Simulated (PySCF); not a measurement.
# Which proton of N-methylacetamide is most acidic?

Molecule: `CNC(C)=O` (C3H7NO). Optimised structure (Å), atoms numbered from 1:
```
C     1.8902    0.0903    0.2237
N     0.5350   -0.3734    0.0832
C    -0.5316    0.4726    0.0301
C    -1.8805   -0.1881   -0.1304
O    -0.4173    1.6829    0.1029
H     1.8610    1.1861    0.2833
H     2.3589   -0.3004    1.1409
H     2.5091   -0.1988   -0.6408
H     0.3620   -1.3666    0.0155
H    -2.5287    0.1325    0.6973
H    -1.8403   -1.2863   -0.1518
H    -2.3381    0.1722   -1.0628
```

Level of theory: ωB97X-D3(BJ)/ma-def2-TZVP single points in PySCF, grid level 2; every species was optimised with PBE0-D3(BJ)/ma-def2-SVP. ωB97X-D3(BJ) is ωB97X-V with D3(BJ) in place of VV10. Zero-point and thermal terms (298.15 K, 1 bar) come from unscaled PBE0-D3(BJ)/ma-def2-SVP harmonic frequencies, with soft modes damped to free rotors in the entropy.

```tsv
site	product	ΔH(acid) / eV	ΔG(acid) / eV	gas share
C4 (carbon α to the carbonyl-type group)	[CH2-]C(=O)NC	16.56	16.26	> 99.9 %
C1 (methyl carbon)	[CH2-]NC(C)=O	17.57	17.27	< 0.1 %
```

ΔH and ΔG refer to AH → A⁻ + H⁺ in the gas phase. Shares are Boltzmann weights among the listed products; an error of 10 kJ/mol changes a ratio about 56-fold. Sites whose products fell apart, merged with another or lost in a GFN2-xTB screen aren't listed.

Of the listed sites C4 (carbon α to the carbonyl-type group) is favoured in the gas phase, 1.01 eV ahead of C1 in free energy.

Vertical detachment energies of the anions: `[CH2-]C(=O)NC` 1.70 eV, `[CH2-]NC(C)=O` 0.67 eV.

Measured values (NIST Chemistry WebBook, evaluated or the median of agreeing entries): deprotonation enthalpy (ΔH) 1514 kJ/mol (computed 1531, difference 18); gas-phase acidity (ΔG) 1483 kJ/mol (computed 1502, difference 19). These are compared with the most favourable site that keeps the skeleton.

Note: N2 is not listed: the run failed or kept an imaginary mode, or the ion rearranged or equalled another; N–H, O–H and S–H positions are as a rule more acidic than C–H.

Hardware: 1 thread of Arm Neoverse V1, shared with other jobs. Command: `OMP_NUM_THREADS=1 python redox_run.py task.json out`. Structures, frequencies and single points: 18 min.

Differences come from unrounded values, so a last digit can differ from that of the printed terms.
